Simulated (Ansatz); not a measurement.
Two structures, one formula

Two relaxed structures of H$_{2}$S$_{2}$O$_{2}$, singlet (PBE0-D4/def2-TZVP; forces vanish, vibrations not checked).

A:

```
atom    x (Å)    y (Å)    z (Å)
  O1   0.0592   0.6489  -1.0105
  S2   1.4435  -0.1692  -1.2526
  O3   0.8572  -0.8957   1.0096
  S4  -0.5858  -0.1715   1.2031
  H5  -0.6860   0.1404  -1.3577
  H6   0.7324  -1.7787   0.6366
```

B:

O1  (-0.288, 0.700, -1.827)
S2  (2.037, -0.259, -0.141)
O3  (0.843, -0.881, 0.709)
S4  (-0.429, -0.107, 1.326)
H5  (-1.207, 0.420, -1.803)
H6  (-0.209, 1.350, -1.122)
(Å)

Ansatz 0.2.0; basis: def2-TZVPP; cores frozen in the correlated methods. B3LYP uses VWN-RPA correlation.

Question: Which structure is lower at CCSD(T), and by how much? (An estimate is asked for; the value comes from the calculation.)

Answer: By the calculation: B, by 0.212 eV (electronic energy, against the other). By their contacts, A is a complex of HSO ([OH][S]) + HSO ([OH][S]) and B is a complex of H₂O + S₂O.

Question: Do the other methods give the same order? (Judge from chemistry; the calculation decides.)

Answer: The calculation gives: Not all: PBE-D4, r2SCAN-D4, PBE0-D4, MP2 give the other order.

| method | E(B) − E(A) (eV) |
| --- | --- |
| PBE-D4 | 0.066 |
| r2SCAN-D4 | 0.047 |
| PBE0-D4 | 0.006 |
| B3LYP-D4 | -0.086 |
| wB97M-V | -0.114 |
| HF | -0.608 |
| MP2 | 0.014 |
| CCSD | -0.290 |
| CCSD(T) | -0.212 |

No T1 diagnostic of these runs exceeds 0.022. The restricted Hartree–Fock reference is unstable towards an unrestricted one at one or more of these structures. The program raised a doubt about the electronic state. A large double-excitation amplitude points to some diradical character; no triplet was computed.

Labels in which every atom is bracketed show which atoms are joined, not bond orders.

For scale, one of the runs: CCSD(T)/def2-TZVPP, 174 basis functions, launched by `ansatz run in.yaml --threads 2 --pin off --events-out ev --progress --plain --max-ram 4352MiB`. The run took 3.6 min on 2 CPU threads of an Arm Neoverse N1 (shared host), with 1.6 GiB of host memory at its peak.
